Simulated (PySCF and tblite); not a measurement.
Results of a calculation; reference values are marked as such.
C₃H₅NO, numbered as in [CH3:1][O:2][CH2:3][C:4]#[N:5].

Geometries PBE0-D3(BJ)/def2-SVP; weights from PBE0-D3(BJ)/def2-TZVP energies and GFN2-xTB thermal corrections, with symmetry numbers and mirror pairs. Conformers within 3 kcal/mol (GFN2-xTB free energy) were kept, 8 at most. Run with PySCF (density fitting) and tblite.

Torsions listed: C1–O2–C3–C4. Of a mirror pair one member is shown.

| conformer | shape | symmetry |
| --- | --- | --- |
| 1 | 67° | C1 (pair) |
| 2 | 180° | Cs |

**Question.** Which of these conformers is the most populated at 298.15 K, and with what share?

**Answer.** Conformer 1, about 96 %.

**Question.** Give the DFT energies and free energies relative to the lowest, and all weights.

**Answer.** 
| conformer | shape | E(DFT) kcal/mol | G(298.15 K) kcal/mol | weight % |
| --- | --- | --- | --- | --- |
| 1 | 67° | 0.00 | 0.00 | 96.0 |
| 2 | 180° | 1.55 | 1.88 | 4.0 |

**Question.** How does its share change from 180 K to 400 K?

**Answer.** From 99 % to 93 %; the mixing entropy goes from 1.47 to 1.78 cal/(mol K).
